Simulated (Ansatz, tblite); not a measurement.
# TiO2: rung by rung

One table from this session's results is given with a row withheld; the runs are named, their logs left out.

Method: as each input shows; program: Ansatz 0.2.0, Gaussian basis.

Levels to be run: GFN1-xTB, GFN2-xTB, PBE-D4/def2-TZVP, r2SCAN-D4/def2-TZVP, HF/def2-TZVP, B3LYP-D4/def2-TZVP, CAM-B3LYP-D4/def2-TZVP, r2SCAN0-D4/def2-TZVP, LC-ωPBE/def2-TZVP, PBE-QIDH/def2-TZVP, B2PLYP/def2-TZVP, PBE-D4/def2-SVP, PBE0-D4/def2-SVP, PBE0-D4/def2-TZVPD, PBE-D4/def2-TZVPD, r2SCAN-D4/def2-TZVPD, CCSD(T)/def2-TZVPP, MP2/def2-TZVP, RPA/def2-TZVP, CCSD(T)/def2-TZVPD.

## The geometry

The geometry is that of the singlet, from an earlier relaxation (PBE-D4/def2-TZVP).

3 atoms, charge 0, spin multiplicity 1.

Bond lengths: Ti1–O2 1.650 Å, Ti1–O3 1.650 Å. Angles: O2–Ti1–O3 110.5°.

Coordinates:

```tsv
atom	x (Å)	y (Å)	z (Å)
Ti1	0.0048	-0.0060	-0.6271
O2	1.3534	-0.0197	0.3241
O3	-1.3581	0.0257	0.3030
```

Formally the metal is d0. No spin-orbit coupling is included.

PBE0-D4/def2-TZVP was run before; its log isn't repeated, and its numbers join the tables.

Set-up of the first run:

Tight binding, by tblite at 300 K electronic temperature and without a spin-polarisation term:

```python
tblite.interface.Calculator('GFN1-xTB', numbers, positions, charge=0, uhf=0).singlepoint()
```

Tight binding, by tblite at 300 K electronic temperature and without a spin-polarisation term:

```python
tblite.interface.Calculator('GFN2-xTB', numbers, positions, charge=0, uhf=0).singlepoint()
```

start.molden holds the orbitals of an earlier run on this state, given as this run's starting guess.

in.yaml reads:

```yaml
crystal:
  periodic: [false, false, false]
  atoms:
    - {symbol: Ti, position_ang: [0.004784, -0.005990, -0.627137]}
    - {symbol: O, position_ang: [1.353362, -0.019732, 0.324117]}
    - {symbol: O, position_ang: [-1.358135, 0.025712, 0.303020]}
basis:
  gaussian: {orbitals: def2-TZVP, initial_orbitals: start.molden}
hamiltonian: {xc: pbe, dispersion: d4}
scf: {omitted_lower_state_checks: [starts]}
output: {orbitals: {seedname: orbitals}}
```

Started as:

```
ansatz run in.yaml --threads 4 --pin off --events-out ev --progress --plain --max-ram 3916MiB
```

Among the steps run: PBE-D4/def2-TZVP; r2SCAN-D4/def2-TZVP; HF/def2-TZVP; B3LYP-D4/def2-TZVP; CAM-B3LYP-D4/def2-TZVP; r2SCAN0-D4/def2-TZVP; LC-ωPBE/def2-TZVP; PBE-QIDH/def2-TZVP; B2PLYP/def2-TZVP; PBE-D4/def2-SVP; PBE0-D4/def2-SVP; PBE0-D4/def2-TZVPD; PBE-D4/def2-TZVPD; r2SCAN-D4/def2-TZVPD; CCSD(T)/def2-TZVPP; MP2/def2-TZVP; RPA/def2-TZVP; CCSD(T)/def2-TZVPD.

One table of the session follows, with a row left open; its other results are not shown here.

It belongs to the step «Levels side by side». 

```
                 level  HOMO (eV)  LUMO (eV)  gap (eV)
          HF/def2-TZVP     -11.06      -1.00     10.07
       PBE-D4/def2-SVP      -5.17      -3.15      2.01
      PBE-D4/def2-TZVP      -5.71      -3.50      2.21
     PBE-D4/def2-TZVPD      -5.81      -3.58      2.23
   r2SCAN-D4/def2-TZVP      -5.98      -3.08      2.91
  r2SCAN-D4/def2-TZVPD      -6.06      -3.13      2.92
    B3LYP-D4/def2-TZVP      -7.03      -3.22      3.81
      PBE0-D4/def2-SVP      -6.83      -2.55      4.29
     PBE0-D4/def2-TZVP      -7.24      -2.82      4.41
    PBE0-D4/def2-TZVPD      -7.31      -2.91      4.40
  r2SCAN0-D4/def2-TZVP      -7.45      -2.54      4.91
CAM-B3LYP-D4/def2-TZVP      -8.71      -2.19      6.52
     LC-ωPBE/def2-TZVP          ?          ?         ?
```

Q: Estimate the row for LC-ωPBE/def2-TZVP from the others.

As computed: HOMO (eV): -9.95; LUMO (eV): -0.86; gap (eV): 9.09. In the column «HOMO (eV)» it lies between HF/def2-TZVP (-11.06) and CAM-B3LYP-D4/def2-TZVP (-8.71).
